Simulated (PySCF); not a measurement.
SiC⁺: energy against distance

Set-up: Si def2-TZVPPD, C def2-TZVPPD; no relativity (PySCF 2.14). Energies in eV from Si⁺ + C in their ground configurations at the same level. State: ⁴Σ⁻ (quartet), unpaired electrons σ ↑, π ↑↑.

All columns are B2PLYP. A positive dipole points towards C; it is taken about the centre of mass and depends on that origin.

```csv
R (Å),E (eV),μ (D),Mulliken charge on Si (basis-dependent),HOMO (eV),LUMO (eV),Mayer bond order,⟨S²⟩
1.565,-2.427,-0.32,0.64,-16.69,-10.23,1.55,3.75
1.638,-3.014,-0.56,0.71,-16.70,-9.98,1.53,3.75
1.711,-3.339,-0.81,0.78,-16.68,-9.75,1.50,3.75
1.765,-3.454,-1.01,0.83,-16.64,-9.61,1.48,3.75
1.820,-3.487,-1.21,0.87,-16.59,-9.49,1.46,3.75
1.875,-3.457,-1.41,0.90,-16.34,-9.38,1.45,3.75
1.947,-3.344,-1.68,0.94,-15.97,-9.27,1.43,3.75
2.038,-3.124,-2.00,0.97,-15.55,-9.16,1.41,3.75
2.148,-2.794,-2.34,1.00,-15.11,-9.08,1.39,3.76
2.293,-2.308,-2.73,1.02,-14.62,-9.02,1.35,3.76
```

A fit through these points gives, at Re = 1.819 Å, μ = -1.21 D and dμ/dR = -3.69 D/Å; the reduced mass is 8.398 u.

Problem. How strong is the fundamental in the double-harmonic approximation, I = 42.26·(dμ/dR)²/μred km/mol?

Solution. I = 42.26·(-3.69)²/8.398 = 68.5 km/mol at B2PLYP.

Correlated steps freeze 6 core orbitals. For an ion De counts to the pair picked by the measured ionisation energies or electron affinities, which need not be the lowest pair at this level. B2PLYP dipoles, levels and charges come from its SCF part alone. The state is the lowest determinant that a PBE0 search found; another state may lie lower at other levels.
